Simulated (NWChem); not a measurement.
System: hydrogen peroxide (H2O2); SMILES OO

Results from NWChem. Pople sets run with spherical d functions. All runs use the structure optimised with PBE0/def2-SVP.

Task: Order these by “dipole (D)”, lowest first: B3LYP/aug-cc-pVTZ; B3LYP/3-21G; B3LYP/6-31G*; B3LYP/STO-3G; B3LYP/6-31+G*.

Result: B3LYP/STO-3G (1.42), B3LYP/aug-cc-pVTZ (1.64), B3LYP/6-31G* (1.80), B3LYP/6-31+G* (1.87), B3LYP/3-21G (1.98)
